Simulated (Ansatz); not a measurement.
**bcc W**

Method: revPBE (plane waves, PAW; Ansatz, an electronic-structure program).

Settings: plane-wave cutoff 520 eV, 24×24×24 k mesh, Fermi–Dirac smearing 0.05 eV, no spin polarisation, scalar-relativistic PAW data made under PBE.

Cell: relaxed at this level.

| Quantity | Result |
|---|---|
| volume per atom | 16.28 Å³/atom |
| bulk modulus | 296 GPa |
| lattice parameter a | 3.193 Å |
| band gap | zero (no gap) |
| pressure derivative B′ of the bulk modulus | 4.1 |

Measured, for comparison: equilibrium volume per atom 15.78 Å³/atom, lattice constant a 3.16 Å (static lattice: zero-point anharmonic expansion removed; as tabulated in Mejia-Rodriguez and Trickey (2018), arXiv:1807.09216); bulk modulus 312 GPa (zero-point energy and finite temperature contributions removed, our sources range from 300 to 328; as tabulated in doi:10.1021/acs.jctc.3c00612). Computed (rounded) less measured: equilibrium volume per atom +3.2 %, bulk modulus -5 % (-1 % to -10 % over the range), lattice constant a +1.0 %.

Spin–orbit coupling is not included.

Computed values are for the static lattice.

Computing time: about 60 core-seconds (a rough figure).
